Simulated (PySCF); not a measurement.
## LiF⁻: script and output

File input.py (PySCF 2.14):

```python
from pyscf import gto, dft

mol = gto.M(
    atom='Li 0 0 0; F 0 0 1.86',
    basis='lanl2dz',
    charge=-1,
    spin=1,
    verbose=3,
)
mf = dft.UKS(mol, xc='wb97x-v')
mf.kernel()
mf.analyze()
print('orbital energies (hartree):', [e[max(0, n-3):n+3].round(4) for e, n in zip(mf.mo_energy, mol.nelec)])
```

```bash
$ python input.py
```

The log (some set-up lines and the per-cycle HOMO/LUMO lines with their warnings removed):

```
converged SCF energy = -107.39511008915  <S^2> = 0.75038366  2S+1 = 2.0003836
**** MO energy ****
                             alpha | beta                alpha | beta
MO #1   energy= -24.4204887097116  | -24.420570910187   occ= 1 | 1
MO #2   energy= -1.90599823482365  | -1.90232240623584  occ= 1 | 1
MO #3   energy= -0.914747103069975 | -0.91500226576687  occ= 1 | 1
MO #4   energy= -0.198346168096675 | -0.197441817832372 occ= 1 | 1
MO #5   energy= -0.181735594122605 | -0.182633504258165 occ= 1 | 1
MO #6   energy= -0.1817355941226   | -0.182633504258163 occ= 1 | 1
MO #7   energy= -0.0141217867615473 | 0.17605453022438   occ= 1 | 0
MO #8   energy= 0.166893886698951  | 0.186664382014581  occ= 0 | 0
MO #9   energy= 0.166893886698955  | 0.186664382014584  occ= 0 | 0
MO #10  energy= 0.205627301568868  | 0.214653548196928  occ= 0 | 0
MO #11  energy= 0.298894882469724  | 0.343092376182135  occ= 0 | 0
MO #12  energy= 0.335089075853959  | 0.347665188355464  occ= 0 | 0
MO #13  energy= 0.335089075853961  | 0.347665188355468  occ= 0 | 0
MO #14  energy= 0.446861501569594  | 0.456125381159519  occ= 0 | 0
MO #15  energy= 1.24990013723129   | 1.25026316941914   occ= 0 | 0
MO #16  energy= 1.24990013723129   | 1.25026316941915   occ= 0 | 0
MO #17  energy= 1.29491041020792   | 1.2953798070231    occ= 0 | 0
MO #18  energy= 2.00713329115411   | 2.00828208346834   occ= 0 | 0

To work with the spin densities directly, `use mulliken_meta_spin()` only printing them here.

 ** Mulliken spin pop alpha/beta on meta-lowdin orthogonal AOs **
 ** Mulliken Spin Density (per atom)  **
spin density of  0 Li =      0.97487
spin density of  1 F =      0.02513
 ** Mulliken pop alpha/beta on meta-lowdin orthogonal AOs **
 ** Mulliken atomic charges   ( Nelec_alpha | Nelec_beta ) **
charge of  0Li =     -0.12801  (     2.05144      1.07657 )
charge of  1F =     -0.87199  (     4.94856      4.92343 )

WARN: System has nonzero charge -1; the dipole moment is origin-dependent.
Location of origin: [0. 0. 0.]

Dipole moment(X, Y, Z, Debye): -0.00000, -0.00000, -1.22433
orbital energies (hartree): [array([-0.1817, -0.1817, -0.0141,  0.1669,  0.1669,  0.2056]), array([-0.1974, -0.1826, -0.1826,  0.1761,  0.1867,  0.1867])]
```

In short: E(SCF) = -107.395110 Eh, ⟨S²⟩ = 0.750.

Wall time 36 s on one thread of a shared host.

The basis has no diffuse functions, which an anion needs. The bond length is a typed value, not an optimised one. The dipole of an ion depends on the origin. No search for the lowest solution was made.
